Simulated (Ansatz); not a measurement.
Reaction (SMILES): C=C=O + H+ → [OH+]=C=C
B3LYP-D3(BJ)/def2-TZVP geometries, fixed; electronic energies without zero-point terms; positive where energy is released.

The proton affinity at CCSD(T) with Ansatz (a program for electronic structure), in kcal/mol, split into its Hartree-Fock and correlation parts. Cores are frozen. The proton sits at the site shown, which need not be the one that binds it best. No added dispersion term, no relativity. Functions are those of the species that has most.

```csv
basis,X,functions,Hartree-Fock,CCSD(T)
cc-pVDZ,2,57,165.71,163.43
cc-pVTZ,3,132,166.80,162.46
cc-pVQZ,4,255,166.61,161.38
```

Worked estimate of the basis-set limit from each neighbouring pair, with Hartree-Fock from the larger set and the correlation part extrapolated as X^-3.
Correlation parts: X = 2: -2.28, X = 3: -4.34, X = 4: -5.23.
- (2,3): (27·(-4.34) - 8·(-2.28))/19 = -5.21; with Hartree-Fock 166.80 the estimate is 161.59 kcal/mol.
- (3,4): (64·(-5.23) - 27·(-4.34))/37 = -5.88; with Hartree-Fock 166.61 the estimate is 160.73 kcal/mol.
The last two estimates differ by 0.86 kcal/mol; the largest set lies 0.65 from the last. Over the last step Hartree-Fock moves by -0.19 and the correlation part by -0.89.
